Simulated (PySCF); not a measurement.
Simulated C 1s region for `C1=CCOC1`, binding energy against the vacuum level.

Every computed line was given a Gaussian of 0.8 eV full width at half maximum and an area set by the number of equivalent atoms; the highest printed point is 100. Theory: PySCF, delta-SCF UKS SCAN, pcX-2 on the ionised atom, pcseg-1 elsewhere, spin-free X2C.

| binding energy (eV) | intensity |
| --- | --- |
| 289.4 | 0 |
| 289.5 | 1 |
| 289.6 | 2 |
| 289.7 | 4 |
| 289.8 | 9 |
| 289.9 | 16 |
| 290.0 | 27 |
| 290.1 | 41 |
| 290.2 | 59 |
| 290.3 | 76 |
| 290.4 | 91 |
| 290.5 | 99 |
| 290.6 | 99 |
| 290.7 | 91 |
| 290.8 | 77 |
| 290.9 | 59 |
| 291.0 | 42 |
| 291.1 | 28 |
| 291.2 | 17 |
| 291.3 | 11 |
| 291.4 | 10 |
| 291.5 | 12 |
| 291.6 | 20 |
| 291.7 | 31 |
| 291.8 | 46 |
| 291.9 | 64 |
| 292.0 | 81 |
| 292.1 | 94 |
| 292.2 | 100 |
| 292.3 | 98 |
| 292.4 | 87 |
| 292.5 | 72 |
| 292.6 | 54 |
| 292.7 | 37 |
| 292.8 | 24 |
| 292.9 | 14 |
| 293.0 | 7 |
| 293.1 | 4 |
| 293.2 | 2 |
| 293.3 | 1 |
| 293.4 | 0 |

Question: Count the maxima, the lines and the sites behind this envelope.

Answer: The curve has 2 maxima (at 290.5 and 292.2 eV). Under it lie 2 lines from 2 inequivalent carbon sites.

Question: Decompose the envelope and assign each component. Numbering: `[CH:1]1=[CH:2][CH2:3][O:4][CH2:5]1`.

Answer: 
```csv
position (eV),relative area,line,atoms,environment
290.55,2,C 1s,C1/C2,alkene CH carbon
292.22,2,C 1s,C3/C5,sp3 carbon bound to oxygen
```

Question: What are the centre and the root-mean-square width of the whole band?

Answer: The area-weighted mean of the lines is 291.39 eV. Their own spread about it is 0.84 eV (rms) and each Gaussian has σ = 0.8/2.355 = 0.34 eV; the variances add, which gives 0.90 eV.

Question: Above which line width would these two lines show one maximum?

Answer: Two equal Gaussians merge once their distance is under 2σ = FWHM/1.177. With 1.67 eV between them that is a full width over 1.97 eV.

Lowest listed C 1s: C1/C2, bonded to C (double bond), C and H. Highest, 1.67 eV above it: C3/C5, bonded to O, C and 2 H.

Shake-up satellites, vibrational structure and lifetime widths aren't simulated. The first atom of each set that the bonding makes equivalent was ionised and stands for the set. Geometry: PBE0-D3(BJ)/def2-SVP; no solvent, vibrations or thermal averaging.
